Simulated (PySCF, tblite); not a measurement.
Isomers of C5H11O (doublet state), one GFN2-xTB conformer each. Single-point energies are computed at B3LYP/pcH-1 (PySCF, gas phase, no added dispersion term), electronic only. GFN2-xTB treats the open shell by occupation alone, and not every SCF solution was tested for stability.

| SMILES | GFN2-xTB relative energy (kcal/mol) |
| --- | --- |
| CCO[C](C)C | 0.0 |
| [CH2]COC(C)C | 13.7 |

Conformers: `[CH3:1][CH2:2][O:3][C:4]([CH3:5])[CH3:6]` (doublet state) with C1–C2–O3–C4 71°, C2–O3–C4–C5 37°; `[CH2:1][CH2:2][O:3][CH:4]([CH3:5])[CH3:6]` (doublet state) with H–C1–C2–O3 164° and -24°, C1–C2–O3–C4 -64°, C2–O3–C4–C5 155°.

Task: What does B3LYP/pcH-1 give for the same structures?

Result: 
```json
{"SMILES": "CCO[C](C)C", "B3LYP/pcH-1 E (Eh)": "-272.34704", "B3LYP/pcH-1 (kcal/mol)": "0.0", "GFN2-xTB (kcal/mol)": "0.0", "point group": "C1"}
{"SMILES": "[CH2]COC(C)C", "B3LYP/pcH-1 E (Eh)": "-272.33235", "B3LYP/pcH-1 (kcal/mol)": "9.2", "GFN2-xTB (kcal/mol)": "13.7", "point group": "C1"}
```

Both levels put the same isomer lowest. 

Task: What happens when harmonic zero-point energies from GFN2-xTB frequencies are added?

Result: 
```tsv
SMILES	ZPE (kcal/mol)	electronic (kcal/mol)	with ZPE (kcal/mol)
CCO[C](C)C	92.7	0.0	0.0
[CH2]COC(C)C	91.5	9.2	8.0
```

The zero-point energies span 1.2 kcal/mol. The order is unchanged.
